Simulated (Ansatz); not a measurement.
# CH4Si+ (doublet): wave-function methods side by side, cc-pVDZ

Aim: climb from Hartree-Fock through coupled cluster and multireference methods for CH4Si+ (doublet) at one geometry and basis, and see what each rung misses.

Program: Ansatz 0.2.0, Gaussian basis. Level of theory: cc-pVDZ, core rule «outside noble gas», up to 6 orbitals frozen. These are calculated values, not measurements.

Plan: UHF; CCSD(T) on ROHF; CCSD(T) on UHF; BCCD(T) on ROHF; CISD; CCSDT(Q) on ROHF; CCSDT(Q) on UHF; CASSCF and MRCISD+Q, 9 electrons in 9 orbitals; CASSCF and NEVPT4(SD), 9 electrons in 9 orbitals; CASSCF and NEVPT2, 9 electrons in 9 orbitals.

23 further runs of the same task are left out: 10 that didn't finish, 13 set aside as unsound or not needed.

**1. What is computed**

The geometry is a PBE0/def2-TZVP stationary point (not a proven minimum) of the parent state, kept for this charge and spin.

6 atoms, charge 1, spin multiplicity 2.

Atoms are counted from 1 here; the program's logs count them from 0.

Bond lengths: Si1–C2 1.699 Å, Si1–H3 1.478 Å, Si1–H4 1.478 Å, C2–H5 1.084 Å, C2–H6 1.084 Å. Angles: C2–Si1–H3 122.7°, C2–Si1–H4 122.7°, H3–Si1–H4 114.7°, Si1–C2–H5 122.2°, Si1–C2–H6 122.2°, H5–C2–H6 115.7°.

In the tables R marks a restricted open-shell determinant and U an unrestricted one; 'frontier' is the active space of 9 electrons in 9 orbitals; energies count from the table's Hartree-Fock row.

**2. UHF**

Input file in.yaml:

```yaml
crystal:
  periodic: [false, false, false]
  atoms:
    - {symbol: Si, position_ang: [0.000000, 0.000000, 0.529889]}
    - {symbol: C, position_ang: [0.000000, 0.000000, -1.168891]}
    - {symbol: H, position_ang: [0.000000, 1.244456, 1.327628]}
    - {symbol: H, position_ang: [0.000000, -1.244456, 1.327628]}
    - {symbol: H, position_ang: [0.000000, 0.917470, -1.745809]}
    - {symbol: H, position_ang: [0.000000, -0.917470, -1.745809]}
basis:
  gaussian: {orbitals: cc-pVDZ}
total_charge: 1
magnetization: {spin_polarized: true, initial_magnetization: 1}
hamiltonian: {xc: hf}
output: {orbitals: {seedname: orbitals}}
```

Launch:

```console
$ ansatz run in.yaml --threads 1 --pin off --events-out ev --progress --plain --max-ram 2393MiB
```

The program printed:

```text
Functional definition: HF
  name "HF"
  cite "Fock, Z. Phys. 61, 126 (1930) doi:10.1007/BF01340294"
  parent pbe
  exchange = exact_x
  correlation = 0
488 factors; integrals over basis functions are off by at most 1.2e-3 eV
mean field evaluation 1: about -8945.0653 eV, gradient 1.7e1 eV
mean field evaluation 2: about -8945.1228 eV, gradient 1.7e1 eV
mean field evaluation 4: about -8946.8366 eV, gradient 1.2e0 eV
mean field evaluation 8: about -8946.8532 eV, gradient 8.7e-4 eV
mean field -8946.85324384 eV, -328.7907923162 hartree, gradient 1.9e-5 eV, S^2 0.755861; 0 other end points of the search recorded, 0 dependent functions left out
reference -8946.85324384 eV, -328.7907923162 hartree; 12, 11 occupied and 40, 41 virtual orbitals, 488 factors
Total energy: -8946.85324384 eV, -328.7907923162 hartree
```

Wall time 0.36 s (1 thread of Arm Neoverse V1, shared host).

From the report: ⟨S²⟩ of the determinant 0.756 (pure doublet: 0.75).

**3. CCSD(T) on ROHF**

in.yaml, as its differences from that of step 2:

```diff
@@ -12,4 +12,3 @@
 total_charge: 1
-magnetization: {spin_polarized: true, initial_magnetization: 1}
-hamiltonian: {xc: hf}
-output: {orbitals: {seedname: orbitals}}
+magnetization: {spin_polarized: false, initial_magnetization: 1}
+correlation: {method: ccsd_t, electrons: outside_noble_gas}
```

The command is unchanged.

The program printed (excerpt; [...] marks lines left out):

```text
Functional definition: HF
  name "HF"
  cite "Fock, Z. Phys. 61, 126 (1930) doi:10.1007/BF01340294"
  parent pbe
[...]
488 factors; integrals over basis functions are off by at most 1.2e-3 eV
[...]
mean field -8946.78181470 eV, -328.7881673439 hartree, gradient 2.4e-6 eV, S^2 0.750000; 1 other end points of the search recorded, 0 dependent functions left out
6 core orbitals not correlated: weight in the atoms' cores, before any rotation towards them, 1.000 or more for the frozen orbitals, at most 0.000 for the correlated occupied ones
reference -8946.78181470 eV, -328.7881673439 hartree; 6, 5 occupied and 40, 41 virtual orbitals, 488 factors
second order -5.26311589 eV of doubles, -0.04542485 eV of singles
cycle   1  -6.04757760 eV  change   -7.4e-1 eV  update   5.8e-2
[...]
cycle   9  -6.30752770 eV  change    8.2e-6 eV  update   1.1e-5
perturbative correction -0.14143741 eV, -0.0051977291 hartree
Total energy: -8953.23077981 eV, -329.0251624404 hartree
```

Wall time 1.7 s (1 thread of Arm Neoverse V1, shared host).

From the report: correlation -6.4490 eV; T1 0.013; largest double amplitude 0.03.

**4. CCSD(T) on UHF**

in.yaml, as its differences from that of step 3:

```diff
@@ -12,3 +12,3 @@
 total_charge: 1
-magnetization: {spin_polarized: false, initial_magnetization: 1}
+magnetization: {spin_polarized: true, initial_magnetization: 1}
 correlation: {method: ccsd_t, electrons: outside_noble_gas}
```

Same command.

The program printed (excerpt; [...] marks lines left out):

```text
Functional definition: HF
  name "HF"
  cite "Fock, Z. Phys. 61, 126 (1930) doi:10.1007/BF01340294"
  parent pbe
[...]
488 factors; integrals over basis functions are off by at most 1.2e-3 eV
[...]
mean field -8946.85324384 eV, -328.7907923162 hartree, gradient 5.6e-6 eV, S^2 0.755861; 0 other end points of the search recorded, 0 dependent functions left out
6 core orbitals not correlated: weight in the atoms' cores, before any rotation towards them, 1.000 or more for the frozen orbitals, at most 0.000 for the correlated occupied ones
reference -8946.85324384 eV, -328.7907923162 hartree; 6, 5 occupied and 40, 41 virtual orbitals, 488 factors
second order -5.23118218 eV of doubles, -0.00000000 eV of singles
cycle   1  -5.97157558 eV  change   -7.4e-1 eV  update   5.9e-2
[...]
cycle   9  -6.23756258 eV  change    1.1e-5 eV  update   1.3e-5
perturbative correction -0.14012692 eV, -0.0051495693 hartree
Total energy: -8953.23093334 eV, -329.0251680825 hartree
```

Run time: 1.5 s. Hardware: 1 thread of Arm Neoverse V1, shared host.

From the report: ⟨S²⟩ of the determinant 0.756 (pure doublet: 0.75); correlation -6.3777 eV; T1 0.012; largest double amplitude 0.03.

**5. BCCD(T) on ROHF**

in.yaml, as its differences from that of step 4:

```diff
@@ -12,3 +12,3 @@
 total_charge: 1
-magnetization: {spin_polarized: true, initial_magnetization: 1}
-correlation: {method: ccsd_t, electrons: outside_noble_gas}
+magnetization: {spin_polarized: false, initial_magnetization: 1}
+correlation: {method: bccd_t, electrons: outside_noble_gas}
```

The command is unchanged.

The program printed (excerpt; [...] marks lines left out):

```text
Functional definition: HF
  name "HF"
  cite "Fock, Z. Phys. 61, 126 (1930) doi:10.1007/BF01340294"
  parent pbe
[...]
488 factors; integrals over basis functions are off by at most 1.2e-3 eV
[...]
mean field -8946.78181470 eV, -328.7881673439 hartree, gradient 2.4e-6 eV, S^2 0.750000; 1 other end points of the search recorded, 0 dependent functions left out
6 core orbitals not correlated: weight in the atoms' cores, before any rotation towards them, 1.000 or more for the frozen orbitals, at most 0.000 for the correlated occupied ones
reference -8946.78181470 eV, -328.7881673439 hartree; 6, 5 occupied and 40, 41 virtual orbitals, 488 factors
second order -5.26311589 eV of doubles, -0.04542485 eV of singles
cycle   1  -6.05866199 eV  change   -7.5e-1 eV  update   5.8e-2
[...]
cycle  10  -6.30411256 eV  change    1.1e-6 eV  update   4.9e-6
perturbative correction -0.14523371 eV, -0.0053372403 hartree
Total energy: -8953.23116097 eV, -329.0251764477 hartree
```

Wall time 2.1 s (1 thread of Arm Neoverse V1, shared host).

From the report: correlation -6.4493 eV; largest double amplitude 0.03.

**6. CISD**

in.yaml, as its differences from that of step 5:

```diff
@@ -13,2 +13,2 @@
 magnetization: {spin_polarized: false, initial_magnetization: 1}
-correlation: {method: bccd_t, electrons: outside_noble_gas}
+correlation: {active_space: {ras: {orbitals: [5, 1, 40], electrons: 11, max_holes: 2, max_particles: 2}, fixed_orbitals: true}}
```

Same command.

The program printed:

```text
Functional definition: HF
  name "HF"
  cite "Fock, Z. Phys. 61, 126 (1930) doi:10.1007/BF01340294"
  parent pbe
  exchange = exact_x
  correlation = 0
488 factors; integrals over basis functions are off by at most 1.2e-3 eV
mean field evaluation 1: about -8945.0883 eV, gradient 2.3e1 eV
mean field evaluation 2: about -8945.1452 eV, gradient 2.3e1 eV
mean field evaluation 4: about -8946.7649 eV, gradient 2.0e0 eV
mean field evaluation 8: about -8946.7818 eV, gradient 3.9e-4 eV
mean field evaluation 16: about -8942.0665 eV, gradient 1.5e-2 eV
mean field -8946.78181470 eV, -328.7881673439 hartree, gradient 2.4e-6 eV, S^2 0.750000; 1 other end points of the search recorded, 0 dependent functions left out
reference -8946.78181470 eV, -328.7881673439 hartree; 12, 11 occupied and 40, 41 virtual orbitals, 488 factors
state -8952.65208154 eV, -329.0038956710 hartree
Total energy: -8952.65208154 eV, -329.0038956710 hartree
```

Run time: 2.7 s. Hardware: 1 thread of Arm Neoverse V1, shared host.

From the report: 30,034 determinants.

**7. CCSDT(Q) on ROHF**

in.yaml, as its differences from that of step 6:

```diff
@@ -13,2 +13,2 @@
 magnetization: {spin_polarized: false, initial_magnetization: 1}
-correlation: {active_space: {ras: {orbitals: [5, 1, 40], electrons: 11, max_holes: 2, max_particles: 2}, fixed_orbitals: true}}
+correlation: {method: ccsdt_q, electrons: outside_noble_gas}
```

The command is unchanged.

The program printed (excerpt; [...] marks lines left out):

```text
Functional definition: HF
  name "HF"
  cite "Fock, Z. Phys. 61, 126 (1930) doi:10.1007/BF01340294"
  parent pbe
[...]
988 factors; integrals over basis functions are off by at most 2.3e-7 eV
[...]
mean field -8946.78186463 eV, -328.7881691786 hartree, gradient 2.2e-6 eV, S^2 0.750000; 1 other end points of the search recorded, 0 dependent functions left out
6 core orbitals not correlated: weight in the atoms' cores, before any rotation towards them, 1.000 or more for the frozen orbitals, at most 0.000 for the correlated occupied ones
reference -8946.78186463 eV, -328.7881691786 hartree; 6, 5 occupied and 40, 41 virtual orbitals, 988 factors
second order -5.26314615 eV of doubles, -0.04542466 eV of singles
cycle   1  -6.04756265 eV  change   -7.4e-1 eV  update   6.5e-2
[...]
cycle  14  -6.47306701 eV  change   -1.0e-6 eV  update   6.4e-7
perturbative correction -0.00691231 eV, -0.0002540225 hartree
Total energy: -8953.26184395 eV, -329.0263040263 hartree
```

Wall time 63 s (1 thread of Arm Neoverse V1, shared host); peak memory 0.92 GiB.

From the report: correlation -6.4800 eV; T1 0.014; largest double amplitude 0.03.

**8. CCSDT(Q) on UHF**

in.yaml, as its differences from that of step 7:

```diff
@@ -12,3 +12,3 @@
 total_charge: 1
-magnetization: {spin_polarized: false, initial_magnetization: 1}
+magnetization: {spin_polarized: true, initial_magnetization: 1}
 correlation: {method: ccsdt_q, electrons: outside_noble_gas}
```

Same command.

The program printed (excerpt; [...] marks lines left out):

```text
Functional definition: HF
  name "HF"
  cite "Fock, Z. Phys. 61, 126 (1930) doi:10.1007/BF01340294"
  parent pbe
[...]
988 factors; integrals over basis functions are off by at most 2.3e-7 eV
[...]
mean field -8946.85329346 eV, -328.7907941396 hartree, gradient 5.4e-6 eV, S^2 0.755861; 0 other end points of the search recorded, 0 dependent functions left out
6 core orbitals not correlated: weight in the atoms' cores, before any rotation towards them, 1.000 or more for the frozen orbitals, at most 0.000 for the correlated occupied ones
reference -8946.85329346 eV, -328.7907941396 hartree; 6, 5 occupied and 40, 41 virtual orbitals, 988 factors
second order -5.23121248 eV of doubles, -0.00000000 eV of singles
cycle   1  -5.97156103 eV  change   -7.4e-1 eV  update   6.6e-2
[...]
cycle  14  -6.40199135 eV  change   -1.0e-6 eV  update   7.1e-7
perturbative correction -0.00706851 eV, -0.0002597629 hartree
Total energy: -8953.26235331 eV, -329.0263227451 hartree
```

It took 52 s on 1 thread of Arm Neoverse V1, shared host; peak memory 0.7 GiB.

From the report: ⟨S²⟩ of the determinant 0.756 (pure doublet: 0.75); correlation -6.4091 eV; T1 0.012; largest double amplitude 0.03.

**9. CASSCF and MRCISD+Q, 9 electrons in 9 orbitals**

in.yaml, as its differences from that of step 8:

```diff
@@ -12,3 +12,3 @@
 total_charge: 1
-magnetization: {spin_polarized: true, initial_magnetization: 1}
-correlation: {method: ccsdt_q, electrons: outside_noble_gas}
+magnetization: {spin_polarized: false, initial_magnetization: 1}
+correlation: {method: fic_mrcisd_q, electrons: outside_noble_gas, active_space: {window: {electrons: 9, orbitals: 9}}}
```

Launched as before.

The program printed (excerpt; [...] marks lines left out):

```text
Functional definition: HF
  name "HF"
  cite "Fock, Z. Phys. 61, 126 (1930) doi:10.1007/BF01340294"
  parent pbe
[...]
488 factors; integrals over basis functions are off by at most 1.2e-3 eV
[...]
mean field -8946.78181470 eV, -328.7881673439 hartree, gradient 2.4e-6 eV, S^2 0.750000; 1 other end points of the search recorded, 0 dependent functions left out
reference -8946.78181470 eV, -328.7881673439 hartree; 12, 11 occupied and 40, 41 virtual orbitals, 488 factors
state -8948.49928782 eV, -328.8512833167 hartree
contracted CI cycle   1: correlation 0.00000000 eV, 0.0000000000 hartree, residual 1.77e1 eV
contracted CI cycle   2: correlation -4.19805494 eV, -0.1542756734 hartree, residual 3.69e0 eV
contracted CI cycle   3: correlation -4.39099451 eV, -0.1613660720 hartree, residual 9.09e-1 eV
contracted CI cycle   4: correlation -4.40336463 eV, -0.1618206656 hartree, residual 2.53e-1 eV
[...]
contracted CI cycle   5: correlation -4.63598914 eV, -0.1703694586 hartree, residual 6.47e-2 eV
contracted CI cycle   6: correlation -4.63605334 eV, -0.1703718180 hartree, residual 2.37e-2 eV
contracted CI cycle   7: correlation -4.63606216 eV, -0.1703721420 hartree, residual 9.01e-3 eV
contracted CI cycle   8: correlation -4.63606337 eV, -0.1703721862 hartree, residual 2.86e-3 eV
contracted CI cycle   9: correlation -4.63606348 eV, -0.1703721906 hartree, residual 1.04e-3 eV
state -8948.25783116 eV, -328.8424099480 hartree; corrected -8953.23399327 eV, -329.0252805328 hartree
state -8948.25783116 eV, -328.8424099480 hartree; corrected -8953.23399327 eV, -329.0252805328 hartree
the orbitals are reached from a further start. From the first start the search ends at -8948.49926475 eV, -328.8512824689 hartree
WARN: the results are in doubt because another end's mean lies 0.241 eV lower, and its corrected mean 0.008 eV higher
Total energy: -8953.23399327 eV, -329.0252805328 hartree
In doubt: another end's mean lies 0.241 eV lower, and its corrected mean 0.008 eV higher
```

Run time: 20 s. Hardware: 1 thread of Arm Neoverse V1, shared host; peak memory 0.4 GiB.

From the report: 3,960 determinants; active occupations 2.00, 1.98, 1.98, 1.97, 0.99, 0.03, 0.02, 0.01, 0.01. Mind the lines of doubt at the end of the log.

**10. CASSCF and NEVPT4(SD), 9 electrons in 9 orbitals**

in.yaml, as its differences from that of step 9:

```diff
@@ -13,2 +13,2 @@
 magnetization: {spin_polarized: false, initial_magnetization: 1}
-correlation: {method: fic_mrcisd_q, electrons: outside_noble_gas, active_space: {window: {electrons: 9, orbitals: 9}}}
+correlation: {method: fic_nevpt4_sd, electrons: outside_noble_gas, active_space: {window: {electrons: 9, orbitals: 9}}}
```

Same command.

The program printed (excerpt; [...] marks lines left out):

```text
Functional definition: HF
  name "HF"
  cite "Fock, Z. Phys. 61, 126 (1930) doi:10.1007/BF01340294"
  parent pbe
[...]
488 factors; integrals over basis functions are off by at most 1.2e-3 eV
[...]
mean field -8946.78181470 eV, -328.7881673439 hartree, gradient 2.4e-6 eV, S^2 0.750000; 1 other end points of the search recorded, 0 dependent functions left out
reference -8946.78181470 eV, -328.7881673439 hartree; 12, 11 occupied and 40, 41 virtual orbitals, 488 factors
state -8948.49928782 eV, -328.8512833167 hartree
state -8948.49928782 eV, -328.8512833167 hartree; corrected -8953.07102916 eV, -329.0192917121 hartree
state -8948.25783116 eV, -328.8424099480 hartree
state -8948.25783116 eV, -328.8424099480 hartree; corrected -8953.11319000 eV, -329.0208410945 hartree
state -8948.25783116 eV, -328.8424099480 hartree; corrected -8953.11319000 eV, -329.0208410945 hartree
the orbitals are reached from a further start. From the first start the search ends at -8948.49926475 eV, -328.8512824689 hartree
WARN: the results are in doubt because another end's mean lies 0.241 eV lower, and its corrected mean 0.042 eV higher
Total energy: -8953.11319000 eV, -329.0208410945 hartree
In doubt: another end's mean lies 0.241 eV lower, and its corrected mean 0.042 eV higher
```

Wall time 18 s (1 thread of Arm Neoverse V1, shared host); peak memory 0.4 GiB.

From the report: 3,960 determinants; active occupations 2.00, 1.98, 1.98, 1.97, 0.99, 0.03, 0.02, 0.01, 0.01. The program marks this result as in doubt; its last lines say why.

**11. CASSCF and NEVPT2, 9 electrons in 9 orbitals**

in.yaml, as its differences from that of step 10:

```diff
@@ -13,2 +13,2 @@
 magnetization: {spin_polarized: false, initial_magnetization: 1}
-correlation: {method: fic_nevpt4_sd, electrons: outside_noble_gas, active_space: {window: {electrons: 9, orbitals: 9}}}
+correlation: {method: sc_nevpt2, electrons: outside_noble_gas, active_space: {window: {electrons: 9, orbitals: 9}}}
```

Same command.

The program printed (excerpt; [...] marks lines left out):

```text
Functional definition: HF
  name "HF"
  cite "Fock, Z. Phys. 61, 126 (1930) doi:10.1007/BF01340294"
  parent pbe
[...]
488 factors; integrals over basis functions are off by at most 1.2e-3 eV
[...]
mean field -8946.78181470 eV, -328.7881673439 hartree, gradient 2.4e-6 eV, S^2 0.750000; 1 other end points of the search recorded, 0 dependent functions left out
reference -8946.78181470 eV, -328.7881673439 hartree; 12, 11 occupied and 40, 41 virtual orbitals, 488 factors
state -8948.49928782 eV, -328.8512833167 hartree
state -8948.49928782 eV, -328.8512833167 hartree; corrected -8952.02833805 eV, -328.9809735208 hartree
state -8948.25783116 eV, -328.8424099480 hartree
state -8948.25783116 eV, -328.8424099480 hartree; corrected -8952.13896931 eV, -328.9850391446 hartree
state -8948.25783116 eV, -328.8424099480 hartree; corrected -8952.13896931 eV, -328.9850391446 hartree
the orbitals are reached from a further start. From the first start the search ends at -8948.49926475 eV, -328.8512824689 hartree
WARN: the results are in doubt because another end's mean lies 0.241 eV lower, and its corrected mean 0.111 eV higher
Total energy: -8952.13896931 eV, -328.9850391446 hartree
In doubt: another end's mean lies 0.241 eV lower, and its corrected mean 0.111 eV higher
```

Run time: 14 s. Hardware: 1 thread of Arm Neoverse V1, shared host.

From the report: 3,960 determinants; active occupations 2.00, 1.98, 1.98, 1.97, 0.99, 0.03, 0.02, 0.01, 0.01. The program marks this result as in doubt; its last lines say why.

**12. Misses and costs**

The yardstick is UCCSDT(Q), where the cluster series has nearly closed. Rows without a time come out of other runs: HF, MP2 and CCSD of CCSD(T), CCSDT of CCSDT(Q), CASSCF and MRCISD of the multireference runs.

Differences are taken before rounding.

| method | energy from the lowest RHF (meV) | from UCCSDT(Q) (meV) | time |
| --- | --- | --- | --- |
| RHF | 0.0 | +6480.5 |  |
| UHF | -71.4 | +6409.1 |  |
| RMP2 | -5308.5 | +1172.0 |  |
| UMP2 | -5302.6 | +1177.9 |  |
| CISD | -5870.3 | +610.3 | 2.7 s |
| RCCSD | -6307.5 | +173.0 |  |
| UCCSD | -6309.0 | +171.5 |  |
| RCCSD(T) | -6449.0 | +31.6 | 1.7 s |
| UCCSD(T) | -6449.1 | +31.4 | 1.5 s |
| BCCD(T) | -6449.3 | +31.2 | 2.1 s |
| RCCSDT | -6473.1 | +7.4 |  |
| UCCSDT | -6473.5 | +7.1 |  |
| RCCSDT(Q) | -6480.0 | +0.5 | 63 s |
| UCCSDT(Q) | -6480.5 | 0 | 52 s |

Among the levels timed on like hardware and quicker than the yardstick, those that no quicker one beats, quickest first: UCCSD(T) (1.5 s, +31.4 meV); BCCD(T) (2.1 s, +31.2 meV).

Left out of the table: CASSCF frontier, NEVPT2 frontier, NEVPT4(SD) frontier, MRCISD frontier, MRCISD+Q frontier (the active space lost an orbital or holds another state than full CI finds).

**13. Outcome**

```
                         quantity                                                   value
   UCCSDT(Q) below the RHF energy                                              -6.4805 eV
              RMP2 from UCCSDT(Q)                                             +1172.0 meV
              UMP2 from UCCSDT(Q)                                             +1177.9 meV
             RCCSD from UCCSDT(Q)                                              +173.0 meV
          RCCSD(T) from UCCSDT(Q)                                               +31.6 meV
          UCCSD(T) from UCCSDT(Q)                                               +31.4 meV
         RCCSDT(Q) from UCCSDT(Q)                                                +0.5 meV
levels within 1 kcal/mol (43 meV)  RCCSD(T), UCCSD(T), BCCD(T), RCCSDT, UCCSDT, RCCSDT(Q)
                    T1 diagnostic                                                   0.013
```

In words: RCCSD(T) misses by +31.6 meV, 0.5 % of the correlation energy. These misses are within one basis, not against nature; the frozen cores of restricted and unrestricted runs differ, which can shift their rows.

BCCD(T) reaches 31.2 meV from the reference in 2.1 s, where UCCSDT(Q) took 52 s; the quickest level in the cost chart, UCCSD(T), takes 1.5 s and misses by 31.4 meV.
